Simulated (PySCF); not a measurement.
## Frontier levels across methods

C₄H₆N₂.
Z-matrix (Å and degrees, PBE0-D3(BJ)/def2-SVP geometry), rows numbered from 1:
```
C 
N   1  1.4394
C   2  1.3726  1  126.74
C   3  1.3755  2  105.47  1  -178.77
N   4  1.3652  3  110.46  2     0.07
C   5  1.3093  4  105.26  3     0.03
H   1  1.1011  2  111.33  3    66.96
H   1  1.1000  2  110.79  3   -54.21
H   1  1.0978  2  109.14  3  -173.36
H   3  1.0875  2  122.04  1     1.36
H   4  1.0896  3  127.68  2  -179.78
H   6  1.0911  2  121.57  1    -1.37
```

Basis pcSseg-2 throughout (PySCF), one geometry. Isolated species at its PBE0-D3(BJ)/def2-SVP geometry, gas phase.

**Question.** How do the orbital energies, the gap and the dipole change with the method?

**Answer.** 
```
method          kind  HOMO (eV)  LUMO (eV)  gap (eV)  μ (D)  SCF cycles
  BLYP           GGA      -5.42      -0.43      4.99   4.06          16
  OPBE           GGA      -5.51      -0.40      5.11   3.99          16
   PBE           GGA      -5.57      -0.52      5.05   4.06          16
  BP86           GGA      -5.66      -0.57      5.08   4.08          15
   LDA           LDA      -5.78      -0.73      5.06   4.17          15
    HF  Hartree–Fock      -8.59       2.33     10.92   4.22          12
```

The HOMO spans 3.18 eV, from BLYP down to HF, and the gap runs from 4.99 eV (BLYP) to 10.92 eV (HF). The dipole ranges from 3.99 D (OPBE) to 4.22 D (HF). This basis has no diffuse functions.
